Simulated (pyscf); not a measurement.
Thermochemistry of product channels of H₂Al–O–SiH₃ (SMILES [AlH2][O][SiH3]) + NH₃ (SMILES N) on the singlet surface, in kcal/mol, from CCSD(T)/def2-TZVPP + ΔMP2(QZVPP) energies (ideal gas, 1 atm, RRHO with modes under 100 cm⁻¹ raised to 100, one conformer, R ln 2 for chiral ones without a mode under 150 cm⁻¹). Single points on ωB97X-D3(BJ)/def2-SVP structures (PySCF, gas phase). MP2 and CC: frozen core, UHF for open shells. ΔMP2 is the change of the MP2 total energy from the triple- to the quadruple-zeta basis.

| products | ΔE | ΔH(298 K) | ΔG(600 K) | ΔG(900 K) |
|---|---|---|---|---|
| H₂N–SiH₃ (SMILES N[SiH3]) + HO–AlH₂ (SMILES [OH][AlH2]) | +15.9 | +15.0 | +14.0 | +13.3 |
| HO–SiH₃ (SMILES O[SiH3]) + H₂N–AlH₂ (SMILES [NH2][AlH2]) | +15.8 | +14.9 | +15.2 | +15.2 |

These are energies of the channels, which say nothing of barriers. The CCSD(T) − MP2 part came from Ansatz, without density fitting, on the same reference.
